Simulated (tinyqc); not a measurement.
Worked calculation: CCSD on RHF in the sto-3g basis, frozen core, for LiH, spin multiplicity 1. One step of it, computed by the program tinyqc.

Problem. Integrals over molecular orbitals. (pq|rs) = sum C_ip C_jq C_kr C_ls (ij|kl), one index at a time.

coefficients C, order 1Li 1s, 1Li 2s, 1Li 2px, 1Li 2py, 1Li 2pz, 2H 1s:
$$\begin{pmatrix}
0.991191 & -0.170633 & -0.209367 & 0.000000 & 0.000000 & 0.086656 \\
0.032385 & 0.450656 & 0.800387 & 0.000000 & 0.000000 & -0.723335 \\
0.000000 & 0.000000 & 0.000000 & 0.838574 & -0.544788 & 0.000000 \\
0.000000 & 0.000000 & 0.000000 & 0.544788 & 0.838574 & 0.000000 \\
-0.006725 & 0.347809 & -0.612605 & 0.000000 & 0.000000 & -0.995092 \\
0.005611 & 0.546287 & -0.136655 & 0.000000 & 0.000000 & 1.211451
\end{pmatrix}$$

core Hamiltonian H = T + V (hartree), order 1Li 1s, 1Li 2s, 1Li 2px, 1Li 2py, 1Li 2pz, 2H 1s:
$$\begin{pmatrix}
-4.747720 & -1.066952 & 0.000000 & 0.000000 & -0.017172 & -0.337732 \\
-1.066952 & -1.401507 & 0.000000 & 0.000000 & -0.124930 & -0.725384 \\
0.000000 & 0.000000 & -1.140618 & 0.000000 & 0.000000 & 0.000000 \\
0.000000 & 0.000000 & 0.000000 & -1.140618 & 0.000000 & 0.000000 \\
-0.017172 & -0.124930 & 0.000000 & 0.000000 & -1.241052 & -0.863726 \\
-0.337732 & -0.725384 & 0.000000 & 0.000000 & -0.863726 & -1.488103
\end{pmatrix}$$

Two-electron integrals (ij|kl) in chemists' order, unique and non-zero (hartree):
```
(11|11) 1.680395   (21|11) 0.265420   (21|21) 0.049941   (22|11) 0.397727
(22|21) 0.092860   (22|22) 0.290562   (31|31) 0.008981   (32|31) 0.013788
(32|32) 0.064184   (33|11) 0.396640   (33|21) 0.092880   (33|22) 0.290497
(33|33) 0.312946   (41|41) 0.008981   (42|41) 0.013788   (42|42) 0.064184
(43|43) 0.016869   (44|11) 0.396640   (44|21) 0.092880   (44|22) 0.290497
(44|33) 0.279207   (44|44) 0.312946   (51|51) 0.008981   (52|51) 0.013788
(52|52) 0.064184   (53|53) 0.016869   (54|54) 0.016869   (55|11) 0.396640
(55|21) 0.092880   (55|22) 0.290497   (55|33) 0.279207   (55|44) 0.279207
(55|55) 0.312946   (61|11) 0.079553   (61|21) 0.015037   (61|22) 0.028406
(61|33) 0.028071   (61|44) 0.028071   (61|51) 0.001775   (61|52) 0.003414
(61|55) 0.029090   (61|61) 0.004948   (62|11) 0.158838   (62|21) 0.037393
(62|22) 0.120467   (62|33) 0.114642   (62|44) 0.114642   (62|51) 0.006119
(62|52) 0.034661   (62|55) 0.131991   (62|61) 0.013381   (62|62) 0.078877
(63|31) 0.003272   (63|32) 0.014474   (63|53) 0.005577   (63|63) 0.006212
(64|41) 0.003272   (64|42) 0.014474   (64|54) 0.005577   (64|64) 0.006212
(65|11) 0.188908   (65|21) 0.045003   (65|22) 0.150756   (65|33) 0.140763
(65|44) 0.140763   (65|51) 0.009544   (65|52) 0.053002   (65|55) 0.170553
(65|61) 0.016871   (65|62) 0.108820   (65|65) 0.152861   (66|11) 0.340036
(66|21) 0.081544   (66|22) 0.285792   (66|33) 0.261219   (66|44) 0.261219
(66|51) 0.016088   (66|52) 0.107240   (66|55) 0.334487   (66|61) 0.030765
(66|62) 0.230081   (66|65) 0.330824   (66|66) 0.774606
```

Give: one-electron integrals over orbitals h = C^T H C; Two-electron integrals over orbitals.

Solution.

one-electron integrals over orbitals h = C^T H C (hartree):
$$\begin{pmatrix}
-4.7382 & 0.1075 & 0.1676 & 0.0000 & 0.0000 & -0.0304 \\
0.1075 & -1.5125 & 0.0343 & 0.0000 & 0.0000 & -0.0675 \\
0.1676 & 0.0343 & -1.1291 & 0.0000 & 0.0000 & 0.0314 \\
0.0000 & 0.0000 & 0.0000 & -1.1406 & 0.0000 & 0.0000 \\
0.0000 & 0.0000 & 0.0000 & 0.0000 & -1.1406 & 0.0000 \\
-0.0304 & -0.0675 & 0.0314 & 0.0000 & 0.0000 & -0.9421
\end{pmatrix}$$

Two-electron integrals over orbitals (pq|rs), unique and non-zero (hartree); the lowest 1 orbital is frozen and left out:
```
(22|22) 0.4909    (32|22) -0.0477   (32|32) 0.0126    (33|22) 0.2251
(33|32) 0.0068    (33|33) 0.3384    (42|42) 0.0237    (43|42) 0.0192
(43|43) 0.0413    (44|22) 0.2727    (44|32) 0.0052    (44|33) 0.2821
(44|44) 0.3129    (52|52) 0.0237    (53|52) 0.0192    (53|53) 0.0413
(54|54) 0.0169    (55|22) 0.2727    (55|32) 0.0052    (55|33) 0.2821
(55|44) 0.2792    (55|55) 0.3129    (62|22) 0.1295    (62|32) -0.0340
(62|33) -0.0110   (62|44) -0.0136   (62|55) -0.0136   (62|62) 0.1234
(63|22) -0.0511   (63|32) 0.0089    (63|33) 0.0360    (63|44) 0.0018
(63|55) 0.0018    (63|62) -0.0314   (63|63) 0.0264    (64|42) -0.0196
(64|43) -0.0138   (64|64) 0.0196    (65|52) -0.0196   (65|53) -0.0138
(65|65) 0.0196    (66|22) 0.4558    (66|32) -0.0427   (66|33) 0.2418
(66|44) 0.2688    (66|55) 0.2688    (66|62) 0.1375    (66|63) -0.0438
(66|66) 0.4553
```
